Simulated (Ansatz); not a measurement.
in.yaml

```yaml
crystal:
  periodic: [false, false, false]
  atoms:
    - {symbol: Ge, position_ang: [0.000000, 0.000000, 0.000000]}
    - {symbol: Al, position_ang: [0.000000, 0.000000, 8.192000]}
basis:
  gaussian: {orbitals: STO-3G, fitting: {mean_field: def2-universal-jkfit}}
magnetization: {spin_polarized: false, initial_magnetization: 1}
hamiltonian: {xc: hf}
output: {orbitals: {seedname: orbitals}}
```

```sh
$ ansatz run in.yaml --threads 1 --pin off --events-out ev --progress --plain --max-ram 2393MiB
```

Output:

```
394 factors; integrals over basis functions are off by at most 1.6e-2 eV
mean field evaluation 1: about -62321.7645 eV, gradient 5.6e0 eV
mean field evaluation 2: about -62280.6225 eV, gradient 1.3e1 eV
mean field evaluation 4: about -62321.7904 eV, gradient 3.8e0 eV
mean field evaluation 8: about -62321.7900 eV, gradient 3.8e0 eV
mean field evaluation 16: about -62323.1023 eV, gradient 2.6e0 eV
mean field evaluation 32: about -62323.2053 eV, gradient 3.5e-4 eV
mean field evaluation 64: about -62325.3830 eV, gradient 1.5e0 eV
mean field evaluation 96: about -62325.3882 eV, gradient 1.1e-3 eV
mean field evaluation 128: about -62325.3870 eV, gradient 2.8e-3 eV
mean field evaluation 160: about -62321.8124 eV, gradient 2.5e-1 eV
mean field evaluation 192: about -62325.3882 eV, gradient 1.9e-3 eV
mean field evaluation 224: about -62325.3870 eV, gradient 3.4e-3 eV
mean field -62325.38841706 eV, -2290.4157786614 hartree, gradient 6.1e-7 eV, S^2 0.750000; 11 other end points of the search recorded, 0 dependent functions left out
reference -62325.38841706 eV, -2290.4157786614 hartree; 23, 22 occupied and 4, 5 virtual orbitals, 394 factors
Total energy: -62325.38841706 eV, -2290.4157786614 hartree
```

Ran on 1 thread of Arm Neoverse V1, shared host: 2.2 s wall, 0.23 GiB peak host memory.
